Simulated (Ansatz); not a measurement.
Geometry optimisation, Ansatz, RKS PBE0/def2-SVP.

input.yaml

```yaml
crystal:
  periodic: [false, false, false]
  atoms:
    - { symbol: Al, position_ang: [-1.1243, 0.8692, -0.9493] }
    - { symbol: Si, position_ang: [0.621, -0.0404, 0.2351] }
    - { symbol: S, position_ang: [-0.0415, -1.8858, 1.1068] }
    - { symbol: H, position_ang: [-1.7658, 0.1209, -2.1725] }
    - { symbol: H, position_ang: [-1.7218, 2.3508, -0.5764] }
    - { symbol: H, position_ang: [1.0555, 0.9052, 1.2917] }
    - { symbol: H, position_ang: [1.7723, -0.2894, -0.6775] }
    - { symbol: H, position_ang: [-1.0694, -1.15369, 1.86518] }
basis:
  gaussian: { orbitals: def2-SVP }
hamiltonian:
  xc: pbe0
relax:
  f_tol: 0.015
  max_steps: 40
output:
  orbitals: {}
```

Launched with:

```bash
$ ansatz run input.yaml --threads 1 --pin off --max-ram 2048MiB --backend cpu --events-out ev --progress --plain --runs-dir out
```

**Question.** Where does it end, and by what steps?

**Answer.** The run converged. After 18 steps the energy has fallen by 0.645 eV; S3 moved furthest, 1.02 Å. Joined: Al1–S3.

| step | energy less start (eV) | largest force component (eV/Å) | accepted |
| --- | --- | --- | --- |
| 0 | 0.0000 | 1.695 | yes |
| 1 | -0.3427 | 0.706 | yes |
| 2 | -0.3701 | 0.132 | yes |
| 3 | -0.3742 | 0.047 | yes |
| 4 | -0.3772 | 0.101 | yes |
| 5 | -0.3868 | 0.188 | yes |
| 6 | -0.3963 | 0.253 | yes |
| 7 | -0.4053 | 0.343 | yes |
| 8 | -0.4232 | 0.300 | yes |
| 9 | -0.4493 | 0.299 | yes |
| 10 | -0.5163 | 0.203 | yes |
| 11 | -0.5954 | 0.321 | yes |
| 12 | -0.5850 | 0.523 | no |
| 13 | -0.6321 | 0.141 | yes |
| 14 | -0.6357 | 0.366 | yes |
| 15 | -0.6429 | 0.107 | yes |
| 16 | -0.6440 | 0.088 | yes |
| 17 | -0.6448 | 0.026 | yes |
| 18 | -0.6449 | 0.008 | yes |

```xyz
8
Properties=species:S:1:pos:R:3
Al -1.232 0.688 -0.846
Si 0.949 0.257 0.078
S -0.701 -1.277 0.613
H -1.488 0.144 -2.314
H -2.181 1.652 -0.014
H 1.476 0.688 1.410
H 1.982 -0.619 -0.557
H -1.079 -0.656 1.754
```

The run took 53 s on 1 thread of Intel(R) Xeon(R) Processor @ 2.70GHz (shared host), peak memory 0.16 GiB.
